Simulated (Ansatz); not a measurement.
```xyz
11

C     1.754    0.289   -0.427
O     0.584    1.096   -0.394
C    -0.528    0.441   -0.111
C    -1.803    0.327   -0.076
F    -3.004    0.801   -0.316
C    -1.093   -0.749    0.657
H     2.596    0.974   -0.505
H     1.740   -0.376   -1.296
H     1.843   -0.305    0.486
H    -1.019   -1.753    0.228
H    -1.071   -0.745    1.753
```

Charge 0, multiplicity 1.

**Question.** List the PBE/def2-TZVPP orbital energies in eV (Ansatz 0.2.0). (Best estimate.)

**Answer.** Computed: Occupied: -660.84, -511.74, -271.00, -270.66, -270.58, -269.54, -31.12, -27.34, -21.99, -18.16, -15.13, -14.51, -13.75, -12.14, -11.87, -11.43, -11.37, -10.26, -9.44, -8.60, -7.82, -7.40, -5.18. Lowest empty: 0.18, 0.22, 0.95, 1.56, 1.67, 2.17, 2.24, 2.45.
